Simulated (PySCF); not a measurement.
# FHLi: the cost of one run

Computed with PySCF 2.14.0; each step states its level. No surroundings beyond the atoms listed, unless a continuum is named. Atoms count from 0, parts from 1.

## 1. Starting point

3 atoms, charge 1, multiplicity 1; geometry: GFN2-xTB. Parts: 1 = atom 0, `[Li+]`, charge 1; 2 = atoms 1–2, `F`, charge 0.

## 2. Relaxing the molecule at PBE0-D3(BJ)/def2-TZVPD

The job: settings as JSON, then the geometry in Å.

```
{"job": {"xc": "PBE0", "basis": "def2-TZVPD", "d3": "d3bj", "grid": 3, "kind": "geom", "shake": 0.01}, "charge": 1, "multiplicity": 1, "parts": [{"atoms": "0-0", "charge": 1, "multiplicity": 1}, {"atoms": "1-2", "charge": 0, "multiplicity": 1}]}
Li     0.193926     0.140960     0.112056
F      1.108929     1.615393     0.012077
H      1.611564     2.415551    -0.044969
```

On the command line:

```bash
> OMP_NUM_THREADS=1 python cluster_run.py task.json out
```

One launch serves the whole session: the jobs run in the order shown.

Q: Estimate the wall time and peak memory of this first job on 1 thread of Arm Neoverse V1, shared host.

About 4.2 s, with a peak of 0.31 GiB.
